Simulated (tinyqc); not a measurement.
Inside a calculation. Method: harmonic frequencies on the RHF/sto-3g surface (energies and gradients from PySCF), for LiH, spin multiplicity 1. Computed by tinyqc, a small Python program that keeps every step (integrals from PySCF). Settings: charge = 0, multiplicity = 1, basis = sto-3g, delta = 0.01. Command: `OMP_NUM_THREADS=1 python tinyqc.py 21483 21484 out.jsonl` (the two numbers bound the seeds that draw the settings). One thread of a shared host (Intel(R) Xeon(R) Processor @ 2.60GHz), about 0.9 s of CPU time with the checks.

## One row of the Hessian: 2Hz

optimised positions (bohr):
```
,x,y,z
1Li,0.000000,0.000000,0.270326
2H,0.000000,0.000000,3.125512
```

gradient at +delta (hartree/bohr):
```
,x,y,z
1Li,0.00000000,0.00000000,-0.00117225
2H,0.00000000,0.00000000,0.00117225
```

gradient at -delta (hartree/bohr):
```
,x,y,z
1Li,0.00000000,0.00000000,0.00115146
2H,0.00000000,0.00000000,-0.00115146
```

Displace 2Hz by +/-0.01 bohr; H(k, :) = (g(+) - g(-)) / (2 delta).

row of the Hessian (hartree/bohr^2): 1Lix 0.00000000, 1Liy 0.00000000, 1Liz -0.11618563, 2Hx 0.00000000, 2Hy 0.00000000, 2Hz 0.11618563

## Hessian by finite differences

All rows are made in the same way, and the matrix is symmetrised.

Hessian (symmetrised) (hartree/bohr^2):
```
,1Lix,1Liy,1Liz,2Hx,2Hy,2Hz
1Lix,0.00000746,0.00000000,0.00000000,-0.00000746,0.00000000,0.00000000
1Liy,0.00000000,0.00000746,0.00000000,0.00000000,-0.00000746,0.00000000
1Liz,0.00000000,0.00000000,0.11618563,0.00000000,0.00000000,-0.11618563
2Hx,-0.00000746,0.00000000,0.00000000,0.00000746,0.00000000,0.00000000
2Hy,0.00000000,-0.00000746,0.00000000,0.00000000,0.00000746,0.00000000
2Hz,0.00000000,0.00000000,-0.11618563,0.00000000,0.00000000,0.11618563
```

## Normal modes

masses (u): 1Li 7.016004, 2H 1.007825

Diagonalise H_ij / sqrt(m_i m_j); the 5 smallest eigenvalues belong to translations and rotations; wavenumber = sqrt(eigenvalue / 1822.888) x 219474.63; each mode has its largest component positive (the first on a tie); zero-point energy = sum of wavenumbers / 2, with 349.755 1/cm per kcal/mol.

eigenvalues of the mass-weighted Hessian (hartree/(bohr^2 u)): 0.000000  0.000000  0.000000  0.000008  0.000008  0.131844

harmonic wavenumbers of the vibrations (1/cm): 1866.5

mass-weighted modes:
```
,mode 1
1Lix,0.000000
1Liy,0.000000
1Liz,-0.354407
2Hx,0.000000
2Hy,0.000000
2Hz,0.935091
```

zero-point energy = 2.668332 kcal/mol
